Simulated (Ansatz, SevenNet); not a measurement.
For hcp Mg, the machine-learned potential SevenNet-0 (trained on PBE and PBE+U data) gives:

```
Quantity                         Result
------------------------------  -------
equilibrium lattice constant a  3.190 Å
c axis length                   5.210 Å
```

Q: What does r²SCAN-D4 (Ansatz, an electronic-structure program, plane waves, PAW) give for the same quantities?

A: 
- lattice constant a: 3.175 Å (decreases by 0.5 %)
- lattice parameter c: 5.151 Å (falls by 1.1 %)

For comparison: lattice constant a 3.209 Å (measured, 293 K, not corrected to a static lattice; as tabulated in Wikipedia's data pages); lattice parameter c 5.210 Å (measured, 293 K, no zero-point or thermal correction; as tabulated in Wikipedia's data pages).

Changes are worked out from the printed values.

Unless a cell is named, each level is at its own relaxed cell (SevenNet-0 22.96, r²SCAN-D4 22.48 Å³/atom).

Caveats: a distance lies near a switch of the dispersion term, which can move the cell (r²SCAN-D4). Ansatz's density-functional and Hartree–Fock values are scalar-relativistic unless marked +SOC, with PAW data made under PBE.
